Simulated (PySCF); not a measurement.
Species: C₅H₁₀S.
Numbering: `[SH:1][CH:2]1[CH2:3][CH2:4][CH2:5][CH2:6]1`

Structure used (PBE0-D3(BJ)/def2-TZVP), in Å, numbered top down from 1:
```xyz
16
C5H10S angstrom
S      2.1897    1.0233    0.0382
C      1.0659   -0.3401    0.4832
C     -0.1413    0.1102    1.3000
C     -1.1486    0.6087    0.2550
C     -0.7797   -0.1112   -1.0623
C      0.4160   -1.0095   -0.7239
H      1.2909    1.7754   -0.6161
H      1.7149   -1.0212    1.0377
H     -0.5453   -0.7645    1.8209
H      0.1095    0.8580    2.0522
H     -2.1756    0.4071    0.5633
H     -1.0707    1.6917    0.1358
H     -1.6118   -0.6890   -1.4668
H     -0.5054    0.6141   -1.8317
H      1.1062   -1.1489   -1.5559
H      0.0631   -1.9992   -0.4137
```

NICS = −σ at a ghost point: NICS(0) at the centroid of the ring atoms, NICS(1) 1 Å to either side along the normal of their mean plane, zz for the tensor component along that normal. Level: GIAO B97-2/pcSseg-2 (PySCF, non-relativistic, gas phase) on the PBE0-D3(BJ)/def2-TZVP geometry, one conformer.

Ring bond lengths (Å): C2–C3 1.526, C3–C4 1.535, C4–C5 1.546, C5–C6 1.533, C6–C2 1.526.

**Question.** What do the NICS probes read (ppm)?

**Answer.** 
```json
{"ring": "C2–C3–C4–C5–C6", "type": "5-membered carbocycle; formal bonds all single", "NICS(0)": "-6.2", "NICS(1), two faces": "-3.5 / -4.8", "NICS(1)zz, two faces": "-5.6 / -8.4", "rms pucker (Å)": "0.18", "centre to ring atoms, mean (Å)": "1.28"}
```

**Question.** What do they say, and how far can they be read as aromaticity?

**Answer.** 
- C2–C3–C4–C5–C6: mean NICS(1)zz -7.0 ppm, shielded. C2, C3, C4, C5, C6 have four or more neighbours; no verdict on aromaticity is drawn.

**Question.** What field does 9.4 T along the ring normal induce along that normal at the first NICS(1) probe listed for ring C2–C3–C4–C5–C6, 1 Å off the ring?

**Answer.** NICSzz × B0 = -5.6 ppm × 9.4 T = -53 μT, against the applied field.

**Question.** List the ring angles.

**Answer.** 
- C2–C3–C4–C5–C6: C2 102.5°, C3 104.5°, C4 105.8°, C5 105.7°, C6 104.5°; sum 523.0° against 540° for a flat convex ring.

**Question.** What are the shieldings of the ring atoms and their hydrogens in the same run (means over atoms taken as equivalent)?

**Answer.** 
```
   atoms                 environment  σ isotropic (ppm)  principal values of the symmetric part, first atom (ppm)
      C2  sp3 carbon bound to sulfur              135.9                                       123.2, 141.1, 143.4
 C3 (×2)             ring CH2 carbon              144.1                                       119.3, 142.8, 170.5
 C4 (×2)             ring CH2 carbon              161.7                                       131.0, 170.6, 183.6
      H8            methine hydrogen              28.64                                          23.8, 26.8, 35.3
 H9 (×2)          methylene hydrogen              29.72                                          24.7, 27.4, 37.0
H10 (×2)          methylene hydrogen              29.77                                          25.7, 27.7, 35.9
H11 (×2)          methylene hydrogen              29.93                                          24.8, 27.7, 37.3
H12 (×2)          methylene hydrogen              29.74                                          26.3, 26.9, 36.1
```

**Question.** How do the values depend on the level or the medium?

**Answer.** 
```tsv
level	NICS(0), C2–C3–C4–C5–C6	mean NICS(1)zz, C2–C3–C4–C5–C6
B97-2/pcSseg-2, gas	-6.2	-7.0
KT3/pcSseg-2, gas	-6.3	-7.4
PBE0/pcSseg-2, gas	-6.3	-7.1
wB97X-D/pcSseg-2, gas	-6.1	-6.9
WP04/pcSseg-2, IEF-PCM chloroform	-6.0	-6.3
wB97X-D/pcSseg-2, IEF-PCM chloroform	-6.1	-6.8
```

The geometry is the same throughout; the continuum's cavity takes Bondi-type radii × 1.2.
